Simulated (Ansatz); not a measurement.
# SiF2: ionisation energy by level of theory

An exercise on one series of results from a longer session: the logs are not shown, and one member is left open.

Program: Ansatz 0.2.0, Gaussian basis. Level of theory: unrestricted cation, the program's frozen cores in correlated methods. These are calculated values, not measurements.

Plan: UKS PBE-D4/def2-TZVPP; UKS r2SCAN-D4/def2-TZVPP; UKS PBE0-D4/def2-TZVPP; UKS B3LYP-D4/def2-TZVPP; UKS wB97X-V/def2-TZVPP; UKS wB97M-V/def2-TZVPP; UKS B2PLYP/def2-TZVPP; UHF-CCSD(T)/def2-TZVPP; UHF-CCSD(T)/def2-QZVPP; extrapolation to the limit; then −ε(HOMO) from the neutral's earlier runs with LDA (SPW92), PBE-D4, revPBE-D4, BLYP-D4, r2SCAN-D4, B97M-V, PBE0-D4, B3LYP-D4, r2SCANh-D4, r2SCAN0-D4, HSE06-D4, BHLYP-D4, CAM-B3LYP-D4, LC-ωPBE, ωB97X-V, ωB97M-V.

## The relaxed structure

The geometry comes from an earlier relaxation with PBE0-D4 in a triple-zeta def2 set; it is a stationary point.

SMILES `F[Si]F`, 3 atoms, charge 0, spin multiplicity 1.

Atoms are counted from 1 here; the program's logs count them from 0.

Bond lengths: F1–Si2 1.601 Å, Si2–F3 1.601 Å. Angles: F1–Si2–F3 100.6°.

The first run:

File in.yaml:

```yaml
crystal:
  periodic: [false, false, false]
  atoms:
    - {symbol: F, position_ang: [0.166332, 1.246764, 0.229357]}
    - {symbol: Si, position_ang: [-0.594911, -0.046399, -0.330074]}
    - {symbol: F, position_ang: [0.428580, -1.200354, 0.100717]}
basis:
  gaussian: {orbitals: def2-TZVPP}
total_charge: 1
magnetization: {spin_polarized: true, initial_magnetization: 1}
hamiltonian: {xc: pbe, dispersion: d4}
```

Started as:

```console
> ansatz run in.yaml --threads 2 --pin off --events-out ev --progress --plain --max-ram 32768MiB --backend cpu
```

Steps of the session up to this table: Cation, UKS PBE-D4/def2-TZVPP; Cation, UKS r2SCAN-D4/def2-TZVPP; Cation, UKS PBE0-D4/def2-TZVPP; Cation, UKS B3LYP-D4/def2-TZVPP; Cation, UKS wB97X-V/def2-TZVPP; Cation, UKS wB97M-V/def2-TZVPP; Cation, UKS B2PLYP (frozen core)/def2-TZVPP; Cation, UHF-CCSD(T)/def2-TZVPP; Cation, UHF-CCSD(T)/def2-QZVPP.

One table of the session follows, with a row left open; its other results are not shown here.

Orbital estimates, from the neutral's runs:

```
  functional  −ε(HOMO) (eV)
 LDA (SPW92)           7.23
      PBE-D4           7.08
   revPBE-D4           7.02
     BLYP-D4           6.98
   r2SCAN-D4              ?
      B97M-V           7.38
     PBE0-D4           8.30
    B3LYP-D4           8.13
  r2SCANh-D4           7.77
  r2SCAN0-D4           8.45
    HSE06-D4           7.89
    BHLYP-D4           9.43
CAM-B3LYP-D4           9.69
     LC-ωPBE          10.98
     ωB97X-V          10.64
     ωB97M-V          10.49
```

Q: Estimate the row for r2SCAN-D4 from the others.

Worked estimate for «−ε(HOMO) (eV)». Against the share of exact exchange, r2SCANh-D4 (0.1, 7.77), r2SCAN0-D4 (0.25, 8.45) give a slope of 4.53 per unit share; at 0 the line stands at 7.32.

The run gave: −ε(HOMO) (eV): 7.31. In «−ε(HOMO) (eV)» the line misses by +0.01.
